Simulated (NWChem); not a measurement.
System: nitrogen (N$_{2}$); SMILES N#N

Here is an NWChem input.

```
start job
memory heap 200 mb stack 900 mb global 1100 mb
geometry units angstroms noautosym nocenter noautoz
  N      0.000000     0.000000     0.544738
  N      0.000000     0.000000    -0.544738
end
basis spherical
  * library sto-3g
end
dft
  xc hfexch
  iterations 150
  vectors input atomic output neutral.movecs
end
task dft energy
charge 1
dft
  odft
  mult 2
  vectors input atomic output cation.movecs
end
task dft energy
```

Parts of the log:

```
             Northwest Computational Chemistry Package (NWChem) 7.3.0
             --------------------------------------------------------

                             Geometry "geometry" -> ""
                             -------------------------

 Output coordinates in angstroms (scale by  1.889725989 to convert to a.u.)

  No.       Tag          Charge          X              Y              Z
 ---- ---------------- ---------- -------------- -------------- --------------
    1 N                    7.0000     0.00000000     0.00000000     0.54473800
    2 N                    7.0000     0.00000000     0.00000000    -0.54473800

 Effective nuclear repulsion energy (a.u.)      23.8001435562

  xc_inp: hfexch multiplicative factor not found.

                                 NWChem DFT Module
                                 -----------------

 Summary of "ao basis" -> "ao basis" (spherical)
 ------------------------------------------------------------------------------
       Tag                 Description            Shells   Functions and Types
 ---------------- ------------------------------  ------  ---------------------
 N                           sto-3g                  3        5   2s1p

            General Information
            -------------------
          SCF calculation type: DFT
          Wavefunction type:  closed shell.
          No. of atoms     :     2
          No. of electrons :    14
           Alpha electrons :     7
            Beta electrons :     7
          Charge           :     0
          Spin multiplicity:     1
          Use of symmetry is: off; symmetry adaption is: off
          Maximum number of iterations: 150
          AO basis - number of functions:    10
                     number of shells:     6
          Convergence on energy requested:  1.00D-06
          Convergence on density requested:  1.00D-05
          Convergence on gradient requested:  5.00D-04

              XC Information
              --------------
                     Hartree-Fock (Exact) Exchange  1.000

      Superposition of Atomic Density Guess
      -------------------------------------

 Sum of atomic energies:        -107.23242776

      Non-variational initial energy
      ------------------------------

 Total energy =    -107.642928
 1-e energy   =    -194.411888
 2-e energy   =      62.968817
 HOMO         =      -0.291243
 LUMO         =       0.212862

   convergence    iter        energy       DeltaE   RMS-Dens  Diis-err
 ---------------- ----- ----------------- --------- --------- ---------
 d= 0,ls=0.0,diis     1   -107.4932428962 -1.31D+02  2.43D-03  5.36D-03
 d= 0,ls=0.0,diis     2   -107.4933500541 -1.07D-04  5.35D-04  2.36D-05
 d= 0,ls=0.0,diis     3   -107.4933517984 -1.74D-06  1.16D-04  3.02D-07
 d= 0,ls=0.0,diis     4   -107.4933518499 -5.15D-08  2.21D-09  3.39D-16

         Total DFT energy =     -107.493351849943
      One electron energy =     -192.765698878331
           Coulomb energy =       74.615886370644
    Exchange-Corr. energy =      -13.143682898411
 Nuclear repulsion energy =       23.800143556155

 Numeric. integr. density =        0.000000000000

                       DFT Final Molecular Orbital Analysis
                       ------------------------------------

 Vector    5  Occ=2.000000D+00  E=-5.787259D-01
              MO Center=  1.8D-17,  1.8D-17,  8.0D-15, r^2= 8.3D-01
   Bfn.  Coefficient  Atom+Function         Bfn.  Coefficient  Atom+Function
  ----- ------------  ---------------      ----- ------------  ---------------
     3      0.444981  1 N  px                 8      0.444981  2 N  px
     4      0.437178  1 N  py                 9      0.437178  2 N  py

 Vector    6  Occ=2.000000D+00  E=-5.787259D-01
              MO Center= -2.0D-16,  2.1D-16,  8.3D-15, r^2= 8.3D-01
   Bfn.  Coefficient  Atom+Function         Bfn.  Coefficient  Atom+Function
  ----- ------------  ---------------      ----- ------------  ---------------
     4     -0.444981  1 N  py                 9     -0.444981  2 N  py
     3      0.437178  1 N  px                 8      0.437178  2 N  px

 Vector    7  Occ=2.000000D+00  E=-5.415502D-01
              MO Center=  1.7D-16, -1.7D-16, -8.7D-14, r^2= 1.2D+00
   Bfn.  Coefficient  Atom+Function         Bfn.  Coefficient  Atom+Function
  ----- ------------  ---------------      ----- ------------  ---------------
     5      0.603766  1 N  pz                10     -0.603766  2 N  pz
     2      0.409953  1 N  s                  7      0.409953  2 N  s
     1     -0.068834  1 N  s                  6     -0.068834  2 N  s

 Vector    8  Occ=0.000000D+00  E= 2.849856D-01
              MO Center= -1.6D-19, -5.9D-19, -6.2D-15, r^2= 8.8D-01
   Bfn.  Coefficient  Atom+Function         Bfn.  Coefficient  Atom+Function
  ----- ------------  ---------------      ----- ------------  ---------------
     4      0.807550  1 N  py                 9     -0.807550  2 N  py
     3      0.216970  1 N  px                 8     -0.216970  2 N  px

 Vector    9  Occ=0.000000D+00  E= 2.849856D-01
              MO Center= -1.8D-16,  4.7D-17, -9.3D-15, r^2= 8.8D-01
   Bfn.  Coefficient  Atom+Function         Bfn.  Coefficient  Atom+Function
  ----- ------------  ---------------      ----- ------------  ---------------
     3      0.807550  1 N  px                 8     -0.807550  2 N  px
     4     -0.216970  1 N  py                 9      0.216970  2 N  py

 Vector   10  Occ=0.000000D+00  E= 1.142734D+00
              MO Center=  1.7D-16, -1.3D-17, -5.0D-15, r^2= 5.8D-01
   Bfn.  Coefficient  Atom+Function         Bfn.  Coefficient  Atom+Function
  ----- ------------  ---------------      ----- ------------  ---------------
     2      1.229686  1 N  s                  5     -1.224592  1 N  pz
     7     -1.229686  2 N  s                 10     -1.224592  2 N  pz
     1     -0.126547  1 N  s                  6      0.126547  2 N  s

     Multipole analysis of the density
     ---------------------------------

[...]
```

Level: Hartree-Fock/STO-3G, vertical spin-unrestricted ions. All runs use the structure optimised with PBE0-D3(BJ)/def2-TZVP.
